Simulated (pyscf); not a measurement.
Thermochemistry of product channels of H₃Ge–O–SnH₃ + H atom (H•) on the doublet surface, in eV, from ωB97M-D3(BJ)/def2-TZVP energies (ideal gas, 1 atm, RRHO with modes under 100 cm⁻¹ raised to 100, one conformer, R ln 2 for chiral ones without a mode under 150 cm⁻¹). Optimised with ωB97X-D3(BJ)/def2-SVP in PySCF.

```json
[
 {"products": "HO–GeH₃ + SnH₃•", "ΔE": "-1.26", "ΔH(298 K)": "-1.10", "ΔG(298 K)": "-1.24", "ΔG(600 K)": "?"},
 {"products": "GeH₃• + HO–SnH₃", "ΔE": "-0.77", "ΔH(298 K)": "-0.63", "ΔG(298 K)": "-0.79", "ΔG(600 K)": "?"}
]
```

### Question
Some entries are withheld; supply them.

### Answer

- HO–GeH₃ + SnH₃•, ΔG(600 K): -1.36
- GeH₃• + HO–SnH₃, ΔG(600 K): -0.92

These are energies of the channels, which say nothing of barriers. Elements up to Kr have no core potential and no relativistic terms here. Elements past Kr carry the def2 core potentials, without spin-orbit coupling.
